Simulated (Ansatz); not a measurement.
# H$_{3}$Si–AlH, doublet: reading a ladder of total energies

Geometry: displaced at random from a stationary point.

```csv
atom,x (Å),y (Å),z (Å)
Si,0.0783,0.0503,1.1552
Al,-0.0866,-0.0919,-1.3055
H,-0.0100,1.4073,1.7235
H,1.2720,-0.7372,1.7124
H,-1.2288,-0.7563,1.6095
H,0.1036,1.1453,-2.2863
```

Basis cc-pVDZ; Ansatz 0.2.0. Correlated methods freeze the noble-gas cores, which leaves 11 electrons in 46 orbitals. R marks a restricted (for open shells ROHF) determinant, U an unrestricted one.

Full CI isn't at hand for all of this; UCCSDT(Q) serves as the reference, and is uncertain by the last step of the cluster series or more.

UCCSD has a T1 diagnostic of 0.016 and a largest doubles amplitude of 0.04.

Runs differ by some tens of microhartree through their thresholds and, for an open shell, their frozen cores, so steps under 0.03 kcal/mol mean nothing.

```json
{"level": "UHF", "total energy (hartree)": "-533.121884"}
{"level": "UMP2", "total energy (hartree)": "-533.275648"}
{"level": "UCCSD", "total energy (hartree)": "-533.317491"}
{"level": "UCCSD(T)", "total energy (hartree)": "-533.322218"}
{"level": "UCCSDT", "total energy (hartree)": "-533.323384"}
{"level": "UCCSDT(Q)", "total energy (hartree)": "-533.323577"}
```

Q: What is the correlation energy at UCCSDT(Q), and what share of it do UMP2 and UCCSDT recover?

A: E(corr) = -533.323577 − (-533.121884) = -0.201693 hartree = -5.488 eV. UMP2: -0.153764 / -0.201693 = 76.24 %. UCCSDT: -0.201500 / -0.201693 = 99.90 %.

Q: By how many kcal/mol does UCCSD(T) miss UCCSDT(Q) (1 hartree = 627.509 kcal/mol), and which steps make up the rest?

A: -533.322218 − (-533.323577) = 0.001359 hartree = 0.85 kcal/mol. Steps: UCCSDT − UCCSD(T) = -0.73, UCCSDT(Q) − UCCSDT = -0.12 kcal/mol. Differences between like states or geometries often cancel part of this.
